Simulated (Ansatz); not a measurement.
Geometry optimisation, RKS PBE-D4/def2-SVP in Ansatz.

Input:

```yaml
crystal:
  periodic: [false, false, false]
  atoms:
    - { symbol: Si, position_ang: [-1.056431, 0.02817, 0.453152] }
    - { symbol: H, position_ang: [1.486777, 0.170068, 1.232804] }
    - { symbol: H, position_ang: [1.593947, -0.19865, 0.622491] }
    - { symbol: Cl, position_ang: [-0.715531, 1.486645, -1.072066] }
    - { symbol: "N", position_ang: [-0.957077, -1.374986, -0.556533] }
    - { symbol: H, position_ang: [-1.089955, -2.314864, -0.17265] }
    - { symbol: H, position_ang: [-0.75413, -1.379183, -1.561598] }
basis:
  gaussian: { orbitals: def2-SVP }
hamiltonian:
  xc: pbe
  dispersion: d4
relax:
  f_tol: 0.03
  max_steps: 50
```

Launched with:

```bash
$ ansatz run input.yaml --threads 1 --pin off --max-ram 2048MiB --backend cpu --events-out ev --progress --plain --runs-dir out
```

Question: Where does it end, and by what steps?

Answer: The forces met the threshold. The force dipped under the threshold on the way, but the program's further checks kept it going. After 34 steps the energy has fallen by 0.154 eV; H2 moved furthest, 1.10 Å.

```tsv
step	energy less start (eV)	largest force component (eV/Å)	accepted
0	0.0000	1.582	yes
2	-0.1079	0.329	yes
4	-0.1158	0.215	yes
6	-0.1182	0.120	yes
8	-0.1184	0.356	no
10	-0.1244	0.075	yes
12	-0.1276	0.054	yes
14	-0.1311	0.257	yes
16	-0.1364	0.078	yes
18	-0.1401	0.258	yes
20	-0.1449	0.075	yes
22	-0.1468	0.448	no
24	-0.1494	0.011	yes
26	-0.1508	0.098	yes
28	-0.1527	0.039	yes
30	-0.1535	0.050	yes
32	-0.1540	0.070	yes
34	-0.1542	0.022	yes
```

```xyz
7
Properties=species:S:1:pos:R:3
Si -1.982 0.105 0.057
H 2.255 -0.619 1.161
H 1.546 -0.604 0.861
Cl -1.671 1.515 -1.514
N -0.796 -1.059 -0.437
H -0.654 -1.931 0.082
H -0.191 -0.991 -1.264
```

Whether the end is a true minimum wasn't checked by a vibrational analysis.

Time of the run: 21 s on 1 thread of AMD EPYC 9R45 96-Core Processor (Zen 5) (shared host), peak memory 0.15 GiB.
